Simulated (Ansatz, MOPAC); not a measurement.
Molecule: CHO, charge -1, multiplicity 1. SMILES: [CH-]=O

Atoms: O1, C2, H3. Bonds: O1-C2, C2-H3.

Bond lengths (Å) and angles (degrees) optimised at PM3 with MOPAC; HF/STO-3G with Ansatz (an electronic-structure program); MP2/6-31G* with Ansatz, each started from the B3LYP-D3(BJ)/def2-TZVP structure (Ansatz) of the last column. A row stands for all coordinates that are equal there. 6-31G* holds six Cartesian d functions. No wavenumbers were computed at HF/STO-3G, MP2/6-31G*, so these may be saddle points.

| coordinate | PM3 | HF/STO-3G | MP2/6-31G* | B3LYP-D3(BJ)/def2-TZVP |
|---|---|---|---|---|
| O1-C2 | 1.219 | 1.247 | 1.257 | 1.230 |
| C2-H3 | 1.147 | 1.218 | 1.268 | 1.262 |
| O1-C2-H3 | 109.3 | 105.8 | 108.2 | 109.4 |

Mean signed difference of all 2 bond lengths from B3LYP-D3(BJ)/def2-TZVP: PM3 -0.063 Å, HF/STO-3G -0.014 Å, MP2/6-31G* 0.016 Å.
